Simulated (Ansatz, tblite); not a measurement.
**GeBr2: spin-state energies by level**

Is the singlet the ground state of GeBr2? Other spin states are computed and compared level by level.

Method: as each input shows; program: Ansatz 0.2.0, Gaussian basis.

The runs, in order: triplet, at the geometry of the singlet (GFN1-xTB, GFN2-xTB, PBE0-D4/def2-TZVP, PBE-D4/def2-TZVP, r2SCAN-D4/def2-TZVP); the singlet's energies come from earlier runs.

## Step 1: The geometry

The singlet was relaxed beforehand with PBE0-D4/def2-TZVP.

3 atoms, charge 0, spin multiplicity 1.

Bond lengths: Ge1–Br2 2.341 Å, Ge1–Br3 2.341 Å. Angles: Br2–Ge1–Br3 101.0°.

## Step 2: Triplet at the fixed geometry, GFN1-xTB

Tight binding, by tblite at 300 K electronic temperature and without a spin-polarisation term:

```python
tblite.interface.Calculator('GFN1-xTB', numbers, positions, charge=0, uhf=2).singlepoint()
```

Energy -256.0807 eV; 0.008 s.

## Step 3: Triplet at the fixed geometry, GFN2-xTB

Tight binding, by tblite at 300 K electronic temperature and without a spin-polarisation term:

```python
tblite.interface.Calculator('GFN2-xTB', numbers, positions, charge=0, uhf=2).singlepoint()
```

Energy -274.8189 eV; 0.009 s.

## Step 4: Triplet at the fixed geometry, PBE0-D4/def2-TZVP

in.yaml

```yaml
crystal:
  periodic: [false, false, false]
  atoms:
    - {symbol: Ge, position_ang: [0.005491, -0.006984, -0.992811]}
    - {symbol: Br, position_ang: [1.803518, -0.019092, 0.506562]}
    - {symbol: Br, position_ang: [-1.809000, 0.026076, 0.486259]}
basis:
  gaussian: {orbitals: def2-TZVP}
magnetization: {spin_polarized: true, initial_magnetization: 2}
hamiltonian: {xc: pbe0, dispersion: d4}
scf: {omitted_lower_state_checks: [starts]}
output: {orbitals: {seedname: orbitals}}
```

Started as:

```bash
> ansatz run in.yaml --threads 4 --pin off --events-out ev --progress --plain --max-ram 3916MiB
```

Standard output:

```text
Functional definition: PBE0
  name "PBE0"
  cite "Adamo & Barone, J. Chem. Phys. 110, 6158 (1999) doi:10.1063/1.478522"
  cite "Perdew, Burke & Ernzerhof, Phys. Rev. Lett. 77, 3865 (1996) doi:10.1103/PhysRevLett.77.3865"
  parent pbe
  parameter a = 0.25
  parameter kappa = 0.804
  parameter beta = 0.06672455060314922
  exchange = (1 - a)*pbe_x(kappa = kappa, mu = beta*pi^2/3) + a*exact_x
  correlation = pbe_c(beta = beta)
these checks for a lower state are left out or cut short: starts
981 factors; integrals over basis functions are off by at most 4.9e-4 eV
mean field evaluation 1: about -196587.0280 eV, gradient 1.1e1 eV
mean field evaluation 2: about -196586.8617 eV, gradient 1.4e1 eV
mean field evaluation 4: about -196587.5156 eV, gradient 5.7e-1 eV
mean field evaluation 8: about -196587.5693 eV, gradient 6.3e-2 eV
mean field evaluation 16: about -196587.5694 eV, gradient 8.1e-5 eV
mean field -196587.56942639 eV, -7224.4599245794 hartree, gradient 2.7e-5 eV, S^2 2.006156; 0 other end points of the search recorded, 0 dependent functions left out
reference -196587.56945048 eV, -7224.4599254645 hartree; 52, 50 occupied and 92, 94 virtual orbitals, 981 factors
Total energy: -196587.66670406 eV, -7224.4634994677 hartree
Checks for a lower state left out: starts
```

Wall time 13 s (4 threads of Intel Xeon at 2.50GHz, shared host).

HOMO -5.42 eV, LUMO -5.72 eV (over both spins; with the spin held, an empty level of the minority spin lies below the top filled one); ⟨S²⟩ 2.006 (pure: 2.00).

## Step 5: Triplet at the fixed geometry, PBE-D4/def2-TZVP

start.molden holds the orbitals of an earlier run on this state, given as this run's starting guess.

Changes to in.yaml since step 4:

```diff
@@ -7,5 +7,5 @@
 basis:
-  gaussian: {orbitals: def2-TZVP}
+  gaussian: {orbitals: def2-TZVP, initial_orbitals: start.molden}
 magnetization: {spin_polarized: true, initial_magnetization: 2}
-hamiltonian: {xc: pbe0, dispersion: d4}
+hamiltonian: {xc: pbe, dispersion: d4}
 scf: {omitted_lower_state_checks: [starts]}
```

Same command.

Standard output:

```text
Functional definition: PBE
  name "PBE"
  cite "Perdew, Burke & Ernzerhof, Phys. Rev. Lett. 77, 3865 (1996) doi:10.1103/PhysRevLett.77.3865"
  parent pbe
  parameter kappa = 0.804
  parameter beta = 0.06672455060314922
  exchange = pbe_x(kappa = kappa, mu = beta*pi^2/3)
  correlation = pbe_c(beta = beta)
these checks for a lower state are left out or cut short: starts
1110 factors; their error is unknown
mean field evaluation 1: about -196581.3151 eV, gradient 9.7e0 eV
mean field evaluation 2: about -196581.4386 eV, gradient 2.0e-1 eV
mean field evaluation 4: about -196581.3864 eV, gradient 6.3e-2 eV
mean field evaluation 8: about -196581.3864 eV, gradient 2.2e-5 eV
mean field -196581.38636297 eV, -7224.2327011898 hartree, gradient 2.2e-5 eV, S^2 2.003150; 0 other end points of the search recorded, 0 dependent functions left out
reference -196581.38639497 eV, -7224.2327023658 hartree; 52, 50 occupied and 92, 94 virtual orbitals, 1110 factors
Total energy: -196581.50021892 eV, -7224.2368853186 hartree
Checks for a lower state left out: starts
```

Wall time 5.5 s (4 threads of Intel Xeon at 2.50GHz, shared host).

Report: HOMO -4.26 eV, LUMO -6.48 eV (over both spins; with the spin held, an empty level of the minority spin lies below the top filled one); ⟨S²⟩ 2.003 (pure: 2.00).

## Step 6: Triplet at the fixed geometry, r2SCAN-D4/def2-TZVP

Changes to in.yaml since step 5:

```diff
@@ -9,3 +9,3 @@
 magnetization: {spin_polarized: true, initial_magnetization: 2}
-hamiltonian: {xc: pbe, dispersion: d4}
+hamiltonian: {xc: r2scan, dispersion: d4}
 scf: {omitted_lower_state_checks: [starts]}
```

Launched as before.

Standard output:

```text
Functional definition: r2SCAN
  name "r2SCAN"
  cite "Furness, Kaplan, Ning, Perdew & Sun, J. Phys. Chem. Lett. 11, 8208 (2020) doi:10.1021/acs.jpclett.0c02405"
  cite "Furness, Kaplan, Ning, Perdew & Sun, J. Phys. Chem. Lett. 11, 9248 (2020) doi:10.1021/acs.jpclett.0c03077"
  parent r2scan
  parameter k0 = 0.174
  parameter k1 = 0.065
  parameter a1 = 4.9479
  exchange = r2scan_x(k0 = k0, k1 = k1, a1 = a1)
  correlation = r2scan_c
these checks for a lower state are left out or cut short: starts
1110 factors; their error is unknown
mean field evaluation 1: about -196609.8693 eV, gradient 7.3e0 eV
mean field evaluation 2: about -196609.9170 eV, gradient 7.9e-2 eV
mean field evaluation 4: about -196609.8609 eV, gradient 6.3e-4 eV
mean field evaluation 8: about -196609.8609 eV, gradient 2.4e-5 eV
mean field -196609.86094137 eV, -7225.2791226453 hartree, gradient 2.4e-5 eV, S^2 2.007189; 0 other end points of the search recorded, 0 dependent functions left out
reference -196609.86095155 eV, -7225.2791230192 hartree; 52, 50 occupied and 92, 94 virtual orbitals, 1110 factors
Total energy: -196609.88250042 eV, -7225.2799149257 hartree
Checks for a lower state left out: starts
```

Run time: 9.5 s. Hardware: 4 threads of Intel Xeon at 2.50GHz, shared host.

HOMO -4.68 eV, LUMO -6.31 eV (over both spins; with the spin held, an empty level of the minority spin lies below the top filled one); ⟨S²⟩ 2.007 (pure: 2.00).

## Step 7: Triplet less singlet, vertical

The singlet's energies are those of its earlier runs, whose logs aren't repeated here.

| level | triplet less singlet, vertical (kJ/mol) | time |
| --- | --- | --- |
| GFN1-xTB | +241.8 | 0.018 s |
| GFN2-xTB | +357.5 | 0.017 s |
| PBE-D4/def2-TZVP | +243.2 | 8.6 s |
| r2SCAN-D4/def2-TZVP | +230.7 | 16 s |
| PBE0-D4/def2-TZVP | +236.6 | 19 s |

Times add the two runs; a level without a time comes out of a correlated run. Tight binding without a spin term can't rank spin states.

## Step 8: Results

| quantity | value |
| --- | --- |
| triplet less singlet, vertical, functionals in def2-TZVP | +230.7 (r2SCAN-D4) to +243.2 kJ/mol (PBE-D4) |

What this shows: All functionals put the triplet above the singlet, over a spread of 12.5 kJ/mol. The checks for a lower triplet were left out, so another state of that spin may lie lower. These are electronic energies, without zero-point motion, entropy or surroundings.
